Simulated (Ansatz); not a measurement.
**C2H3FO (acetyl fluoride): the vertical energy of the triplet above the singlet from total energies**

The species is C2H3FO (7 atoms), meant as a singlet with charge 0. As SMILES, `CC(=O)F`. Geometry: relaxed at PBE0-D4/def2-TZVP.

```xyz
7

C     0.4853    0.0150    0.4436
C    -0.6949   -0.0343   -0.4606
O    -1.8354   -0.1657   -0.1918
F    -0.3107    0.0976   -1.7494
H     0.1653   -0.0919    1.4767
H     1.1806   -0.7831    0.1768
H     1.0097    0.9624    0.3046
```

Both states at this one shape; open shells run unrestricted unless said. 1 Eh = 27.2114 eV.

| level | program | singlet C2H3FO (Eh) | triplet C2H3FO (Eh) |
| --- | --- | --- | --- |
| CAM-B3LYP/aug-cc-pVDZ | Ansatz | -253.039997 | -252.837783 |
| wB97X/aug-cc-pVDZ | Ansatz | -253.070382 | -252.864200 |

**Question.** Work out the vertical gap, second state less first, at each level.

**Answer.** 
1. CAM-B3LYP/aug-cc-pVDZ: -252.837783 − (-253.039997) = 0.202214 Eh = 5.50 eV.
2. wB97X/aug-cc-pVDZ: -252.864200 − (-253.070382) = 0.206182 Eh = 5.61 eV.

No measured value is set beside it here; the levels span 5.50 to 5.61 eV.
